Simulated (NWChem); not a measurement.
hydrogen fluoride (HF); SMILES F

```xyz
2

F      0.0000     0.0000     0.0944
H      0.0000     0.0000    -0.8404
```
Atoms are numbered in this order, from 1.

All runs use the structure optimised with B3LYP/6-31G* (spherical d).

 Unshifted, non-relativistic core excitations; the lowest 4 roots alone, so stronger bands may lie above.

Problem. List the first F K-edge excitations from B3LYP/cc-pVTZ, restricted-window TDA (NWChem).

Solution. 
| state | energy (eV) | dipole oscillator strength | leading excitation (squared amplitude) |
|---|---|---|---|
| S1 | 669.6 | 0.0159 | 1s of atom 1 or its equivalents → LUMO (0.99) |
| S2 | 678.6 | 0.0180 | 1s of atom 1 or its equivalents → LUMO+1 (0.99) |
| S3 | 685.8 | 0.0329 | 1s of atom 1 or its equivalents → LUMO+3 (0.98) |
| S4 | 685.8 | 0.0329 | 1s of atom 1 or its equivalents → LUMO+4 (0.98) |
